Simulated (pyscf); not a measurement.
HO–GeH₂–OH + hydrogen (H₂) → HO–GeH₃ + water (H₂O) (four-centre exchange; singlet surface; Ge–O, H–H broken, Ge–H, H–O formed). Single points on ωB97X-D3(BJ)/def2-SVP structures (PySCF, gas phase). Energies in kcal/mol from the separated reactants.

```csv
level,barrier,reaction energy
PBE/def2-TZVP,38.1,+5.2
r²SCAN/def2-TZVP,41.3,+7.0
B3LYP-D3(BJ)/def2-TZVP,43.6,+5.9
PBE0-D3(BJ)/def2-TZVP,40.6,+4.6
M06-2X/def2-TZVP,46.2,+10.3
ωB97M-D3(BJ)/def2-TZVP,43.6,+5.1
```

The functionals in the table span 8.1 kcal/mol in this barrier, from PBE to M06-2X. On the product side the descent ends in a complex (not fully relaxed), 5.9 kcal/mol under the separated species and 44.1 kcal/mol under the saddle at ωB97X-D3(BJ)/def2-TZVP. At the saddle there is also a short Ge–H contact that neither side keeps. One saddle was located; it need not be the lowest between these sides. Elements up to Kr have no core potential and no relativistic terms here.
